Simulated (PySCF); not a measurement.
Species: C₄H₄F₂.
InChI=1S/C4H4F2/c1-4(6)2-3-5/h3H,1H3

Computed with PBE0-D3(BJ)/def2-TZVP geometry optimisation, gas phase (PySCF).

Take the most abundant isotopes and a rigid rotor. 

Problem. What are A, B and C (cm⁻¹)?

Solution. Ia = 61.04, Ib = 286.65, Ic = 324.39 u·Å²; 505379 MHz·u·Å²/I gives 8280, 1763 and 1558 MHz, that is A = 0.27618, B = 0.05881, C = 0.05197 cm⁻¹.

Problem. What kind of rotor is it?

Solution. A near-prolate asymmetric top. Ray's parameter κ = (2B − A − C)/(A − C) = -0.939; −1 is the prolate and +1 the oblate limit.

Problem. What does the inertial defect say?

Solution. Not planar: Δ = Ic − Ia − Ib = -23.30 u·Å². For a rigid frame Δ = −2 Σ m c², so Σ m c² = 11.65 u·Å² lies off the ab plane: 3.98 from hydrogen and 7.67 from heavier atoms. The atom farthest from that plane is 1.53 Å away.

Problem. Give the other two planar moments, Paa and Pbb, and the rms extents of the mass along the axes.

Solution. Paa = Σ m a² = (Ib + Ic − Ia)/2 = 275.00 and Pbb = Σ m b² = (Ia + Ic − Ib)/2 = 49.39 u·Å². With the mass M = 90.03 u, the rms extents √(P/M) along a, b and c are 1.75, 0.74, 0.36 Å.

Problem. Give the coordinates in the principal-axis frame, origin at the centre of mass.

Solution. The sense of each axis is arbitrary; atoms in the order of the calculation.
| atom | mass (u) | a (Å) | b (Å) | c (Å) |
| --- | --- | --- | --- | --- |
| C1 | 12.000 | -1.850 | -1.241 | -0.099 |
| C2 | 12.000 | -0.986 | -0.045 | 0.035 |
| F3 | 18.998 | -1.676 | 1.104 | -0.101 |
| C4 | 12.000 | 0.297 | -0.009 | 0.251 |
| C5 | 12.000 | 1.563 | -0.014 | 0.530 |
| F6 | 18.998 | 2.518 | -0.033 | -0.411 |
| H7 | 1.008 | -2.332 | -1.243 | -1.081 |
| H8 | 1.008 | -2.638 | -1.218 | 0.658 |
| H9 | 1.008 | -1.265 | -2.151 | 0.016 |
| H10 | 1.008 | 1.982 | 0.002 | 1.531 |

Problem. List the rotational levels J(Ka,Kc) to J = 3 (MHz).

Solution. Above 0(0,0):
J = 1: 1(0,1) 3321, 1(1,1) 9838, 1(1,0) 10043
J = 2: 2(0,2) 9958, 2(1,2) 16275, 2(1,1) 16890, 2(2,1) 36440, 2(2,0) 36445
J = 3: 3(0,3) 19902, 3(1,3) 25927, 3(1,2) 27157, 3(2,2) 46403, 3(2,1) 46427, 3(3,1) 79502, 3(3,0) 79502
The levels of one J sum to (2J + 1)J(J + 1)(A + B + C)/3.

Problem. Which types of transition are allowed, and where do some lines up to J = 4 fall?

Solution. The dipole components are |μa| = 0.96 D, |μb| = 1.64 D, |μc| = 1.07 D. Intensities carry the squares of the components, which stand as 0.35 : 1.00 : 0.42 (a : b : c). Some lines, for components of 0.1 D or more:

```tsv
type	branch	J(Ka,Kc)	MHz	lower level (cm⁻¹)
a	Q	4(1,3) ← 4(1,4)	2051	1.294
c	Q	4(1,4) ← 4(0,4)	5653	1.105
c	Q	3(1,3) ← 3(0,3)	6025	0.664
c	Q	1(1,1) ← 1(0,1)	6517	0.111
a	R	2(1,1) ← 1(1,0)	6847	0.335
a	R	4(0,4) ← 3(0,3)	13236	0.664
a	R	4(2,3) ← 3(2,2)	13280	1.548
b	Q	3(2,1) ← 3(1,2)	19269	0.906
b	Q	4(2,3) ← 4(1,4)	20892	1.294
b	R	3(2,1) ← 2(1,2)	30152	0.543
b	Q	3(3,0) ← 3(2,1)	33075	1.549
c	Q	4(4,1) ← 4(3,1)	46325	3.095
b	Q	4(4,1) ← 4(3,2)	46326	3.095
c	R	4(3,2) ← 3(2,2)	46392	1.548
```

Problem. Estimate the classical rotational partition function at 25 K, 200 K and 298.15 K.

Solution. Point group C1, symmetry number σ = 1; q = (√π/σ)·√((kT/h)³/(ABC)), k/h = 20836.6 MHz/K: 4420 at 25 K, 100000 at 200 K, 182000 at 298.15 K.

No PBE0-D3(BJ)/def2-TZVP frequencies stand behind this structure, so it isn't proved a minimum. Zero-point vibration and centrifugal distortion are left out. A rigid rotor knows nothing of internal rotation, which can split or shift real lines.
